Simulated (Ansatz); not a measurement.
Input file for Ansatz (a first-principles code): U-CCSD(T)/aug-cc-pV(Q+d)Z on OH (SMILES [OH]), 2S+1 = 2. Files ending in .json are basis or fitting sets from the Basis Set Exchange.

Ansatz 0.2 input:
```yaml
crystal:
  periodic: [false, false, false]
  atoms:
    - {symbol: O, position_ang: [0.00000000, 0.00000000, 0.00000000]}
    - {symbol: H, position_ang: [0.96889819, 0.00000000, 0.00000000]}
basis:
  gaussian:
    orbitals: aug-cc-pV_Q+d_Z.json
magnetization: {spin_polarized: true, initial_magnetization: 1}
correlation: {method: ccsd_t, electrons: outside_noble_gas}
scf: {omitted_lower_state_checks: [cluster_reference]}
```

The log:

```
WARN ansatz: RAYON_NUM_THREADS=2 ignored (pool sized by the plan → 2); use --threads N
Functional definition: HF
these checks for a lower state are left out or cut short: cluster_reference
integrals: 0.35 GiB planned
760 factors; integrals over basis functions are off by at most 1.4e-3 eV
mean field: 0.26 GiB planned
mean field evaluation 1: about -2051.9472 eV, gradient 1.2e1 eV
mean field evaluation 2: about -2051.9472 eV, gradient 1.2e1 eV
mean field evaluation 4: about -2052.4561 eV, gradient 1.4e0 eV
mean field evaluation 8: about -2052.4642 eV, gradient 6.0e-4 eV
mean field evaluation 16: about -2052.4642 eV, gradient 1.8e-6 eV
mean field -2052.46417372 eV, -75.4266671741 hartree, gradient 1.9e-6 eV, S^2 0.757136; 2 other end points of the search recorded, 0 dependent functions left out
1 core orbitals not correlated
reference -2052.46417372 eV, -75.4266671741 hartree; 4, 3 occupied and 121, 122 virtual orbitals, 760 factors
second order -5.98553644 eV of doubles, -0.00000000 eV of singles
coupled cluster: 0.87 GiB planned
cycle   1  -6.16043942 eV  change   -1.7e-1 eV  update   3.7e-2
cycle   2  -6.27087676 eV  change   -1.1e-1 eV  update   1.2e-2
cycle   3  -6.29685602 eV  change   -2.6e-2 eV  update   6.0e-3
cycle   4  -6.29464753 eV  change    2.2e-3 eV  update   2.0e-3
cycle   5  -6.29506085 eV  change   -4.1e-4 eV  update   9.3e-4
cycle   6  -6.29551579 eV  change   -4.5e-4 eV  update   3.4e-4
cycle   7  -6.29552760 eV  change   -1.2e-5 eV  update   1.1e-4
cycle   8  -6.29554701 eV  change   -1.9e-5 eV  update   3.8e-5
cycle   9  -6.29554634 eV  change    6.7e-7 eV  update   1.2e-5
cycle  10  -6.29554041 eV  change    5.9e-6 eV  update   5.0e-6
perturbative correction -0.17601247 eV, -0.0064683390 hartree
Total energy: -2058.93572660 eV, -75.6644923559 hartree
Checks for a lower state left out: cluster_reference
```

Self-consistency was reached.

Cost: very roughly 10 core-seconds.
